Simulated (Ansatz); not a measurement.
The input, for Ansatz 0.2.0:

```yaml
crystal:
  periodic: [false, false, false]
  atoms:
    - {symbol: N, position_ang: [-2.047724, -0.010862, -0.016905]}
    - {symbol: H, position_ang: [-2.345004, 0.956972, -0.016905]}
    - {symbol: H, position_ang: [-2.345003, -0.413161, 0.863355]}
    - {symbol: H, position_ang: [-0.665724, -0.010861, -0.016905]}
    - {symbol: Cl, position_ang: [0.961276, -0.010861, -0.016905]}
basis:
  gaussian: {orbitals: STO-3G, point_charges: [{charge: 1.00, position_ang: [5.932, 0.623, -0.199]}]}
magnetization: {spin_polarized: true, initial_magnetization: 1}
hamiltonian: {xc: hf}
output: {forces: true, orbitals: {seedname: orbitals}}
```

```sh
$ ansatz run in.yaml --threads 1 --pin off --events-out ev --progress --plain --max-ram 2393MiB
```

The program prints:

```
193 factors; integrals over basis functions are off by at most 2.0e-5 eV
mean field evaluation 1: about -13875.8058 eV, gradient 1.0e1 eV
mean field evaluation 2: about -13875.8442 eV, gradient 9.9e0 eV
mean field evaluation 4: about -13877.1071 eV, gradient 1.2e0 eV
mean field evaluation 8: about -13877.1345 eV, gradient 8.2e-2 eV
mean field -13877.13208774 eV, -509.9751979665 hartree, gradient 1.8e-5 eV, S^2 0.762821; 0 other end points of the search recorded, 0 dependent functions left out
the calculation of the forces begins
reference -13877.13208774 eV, -509.9751979665 hartree; 14, 13 occupied and 3, 4 virtual orbitals, 193 factors
Total energy: -13877.13208774 eV, -509.9751979665 hartree
Atom 0 at    -2.047724    -0.010862    -0.016905 Å, force     3.624589    -0.462415    -0.725494 eV/Å
Atom 1 at    -2.345004     0.956972    -0.016905 Å, force    -1.270445     1.873052    -0.218096 eV/Å
Atom 2 at    -2.345003    -0.413161     0.863355 Å, force    -1.265379    -0.983141     1.612831 eV/Å
Atom 3 at    -0.665724    -0.010861    -0.016905 Å, force     2.436668    -0.539013    -0.826210 eV/Å
Atom 4 at     0.961276    -0.010861    -0.016905 Å, force    -3.363963     0.141481     0.157035 eV/Å
Dipole moment:    -1.430869     0.173748     0.272045 e Å
```

Forces (eV/Å):
```
N    3.625 -0.462 -0.725
H   -1.270  1.873 -0.218
H   -1.265 -0.983  1.613
H    2.437 -0.539 -0.826
Cl  -3.364  0.141  0.157
```

Ran on 1 thread of Intel Xeon 6975P-C, shared host: 0.12 s wall, 0.07 GiB peak host memory.
